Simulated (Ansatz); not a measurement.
A nudged elastic band was laid between two geometries of CH5O (7 atoms, charge 1, multiplicity 1).

The calculation used Ansatz, RKS PBE/STO-3G.

```json
{
 "movable images": "9",
 "climbing image": "yes",
 "spring": "5.0 eV/Å²",
 "optimiser": "quadratic models (default)",
 "start path": "through a guess of the saddle point",
 "force threshold": "0.03 eV/Å",
 "iteration limit": "60",
 "end points": "relaxed"
}
```

Initial state:

```xyz
7
Properties=species:S:1:pos:R:3
C -0.317 -0.449 -0.322
O 0.285 0.498 0.731
H -0.014 -1.471 0.004
H -1.419 -0.302 -0.245
H 0.083 -0.184 -1.331
H 0.064 1.476 0.470
H 1.318 0.432 0.692
```

Final state:

```xyz
7
Properties=species:S:1:pos:R:3
C -0.273 -0.444 -0.366
O 0.673 0.544 0.339
H 0.175 -1.449 -0.187
H -1.298 -0.347 0.067
H -0.234 -0.162 -1.444
H 0.297 1.504 0.235
H 0.659 0.355 1.357
```

(1) What changes between the two ends?

(2) What energy profile does the band end with?

(3) What is the geometry of the highest image?

(4) What are the harmonic wavenumbers there?

Answers

(1) No bond is made or broken. The height of O2 over the plane of its neighbours goes from -0.42 to 0.42 Å. The two ends are copies of one structure, up to a mirror image or an exchange of like atoms.

(2) The run converged. The highest image is number 4 of 0 to 10, 5.4 kcal/mol above the ends, which have the same energy within 2 meV. A vibrational analysis at the climbing image gives one clearly imaginary mode, 635i cm⁻¹: a first-order saddle point. Limits of this set-up: minimal basis, the dipole of an ion depends on the origin.

```
image  path coordinate (Å)  energy (kcal/mol)  height of O2 over the plane of its neighbours (Å)
    0                 0.00                0.0                                              -0.42
    1                 0.19                0.1                                              -0.41
    2                 0.37                0.9                                              -0.35
    3                 0.56                3.7                                              -0.19
    4                 0.74                5.4                                               0.01
    5                 0.91                4.1                                               0.18
    6                 1.07                1.7                                               0.34
    7                 1.23                0.8                                               0.41
    8                 1.40                0.4                                               0.42
    9                 1.56                0.1                                               0.42
   10                 1.72                0.0                                               0.42
```

(3) 
```xyz
7
Properties=species:S:1:pos:R:3:forces:R:3
C -0.311 -0.444 -0.368 0.00 0.00 0.00
O 0.406 0.580 0.464 0.00 0.00 0.00
H 0.108 -1.431 -0.064 0.00 0.00 0.00
H -1.398 -0.368 -0.126 0.00 0.00 0.00
H -0.102 -0.219 -1.442 0.00 0.00 0.00
H 0.117 1.551 0.468 0.00 0.00 0.00
H 1.180 0.332 1.069 0.00 0.00 0.00
```

(4) 635i, 76, 917, 1036, 1173, 1285, 1493, 1524, 1541, 1728, 3224, 3394, 3415, 3716, 3921 cm⁻¹.

Time of the run: 44 s on 1 thread of Arm Neoverse V1, with other jobs on the host, peak memory 0.08 GiB.
